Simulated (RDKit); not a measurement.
RDKit input (UFF):

```python
from rdkit import Chem
from rdkit.Chem import AllChem, rdDetermineBonds

mol = Chem.MolFromXYZFile('mol.xyz')
rdDetermineBonds.DetermineBonds(mol, charge=0)
print('SMILES', Chem.MolToSmiles(Chem.RemoveHs(mol)))
ff = AllChem.UFFGetMoleculeForceField(mol)
e0 = ff.CalcEnergy()
flag = ff.Minimize(maxIts=5000, forceTol=1e-5)
print(f'energy {e0:.4f} -> {ff.CalcEnergy():.4f} kcal/mol, converged: {flag == 0}')
print(Chem.MolToXYZBlock(mol))
```
mol.xyz:
```
5

C      0.00439699     0.00529408     0.50425813
F     -0.01696785     1.10243765    -0.30214647
F      0.01189880    -1.10854091    -0.27918568
H     -0.90251824    -0.00024261     1.11129806
H      0.92175780     0.02340746     1.09514257
```

Output:

```
SMILES FCF
energy 0.7926 -> 0.0000 kcal/mol, converged: True
5

C      0.004261    0.005130    0.488715
F     -0.017416    1.124608   -0.320542
F      0.012032   -1.131083   -0.297132
H     -0.895870    0.000109    1.137182
H      0.915560    0.023591    1.121143
```
